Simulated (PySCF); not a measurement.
## How well do the runs reproduce experiment for C3H6O2?

**The experiment to reproduce.**

NIST CCCBDB Release 22 (SRD 101), experimental polarizabilities lists, for the gas: mean polarisability 6.811 Å³.

The results are set against them at the end.

Species: C3H6O2.
SMILES with atom numbers: `[CH3:1][O:2][C:3]([CH3:4])=[O:5]` (hydrogens: H6, H7, H8 on C1; H9, H10, H11 on C4)

Cartesian coordinates in Å at the GFN2-xTB level; atoms count from 1:
```
atom  x, y, z in Å
C1     1.8531    0.0149    0.0092
O2     0.5312    0.4560   -0.2675
C3    -0.4633   -0.3327    0.1627
C4    -1.8043    0.2627   -0.1740
O5    -0.2845   -1.3694    0.7429
H6     1.9763   -1.0251   -0.2989
H7     2.0629    0.0925    1.0780
H8     2.5160    0.6656   -0.5553
H9    -1.7409    0.8250   -1.1004
H10   -2.0956    0.9404    0.6263
H11   -2.5454   -0.5272   -0.2490
```

Runs made with PySCF (gas phase, on this GFN2-xTB geometry; no spin–orbit coupling):

```tsv
level	job	basis functions	wall time
CAM-B3LYP/def2-SVPD	8 singlets by full TDDFT, 3 Tamm–Dancoff triplets, polarisability	154	16 s
```

Hardware: an Arm Neoverse V2 with one thread (shared host).

Results beside the measurements:

**Mean polarisability.** Measured: 6.811 Å³ (NIST CCCBDB Release 22 (SRD 101), experimental polarizabilities).

| level | computed (Å³) | computed − measured (Å³) | % (from the printed values) |
| --- | --- | --- | --- |
| CAM-B3LYP/def2-SVPD | 6.650 | -0.161 | -2 |

The computed values are static and purely electronic, with core orbitals frozen in the response (1 au = 0.148185 Å³). The table of measured values doesn't say here whether a value is static or optical, or holds a vibrational part. The measurement averages over conformers, the calculation has one.

The geometry is computed, not the measured one. Where a level misses, the cause wasn't examined.
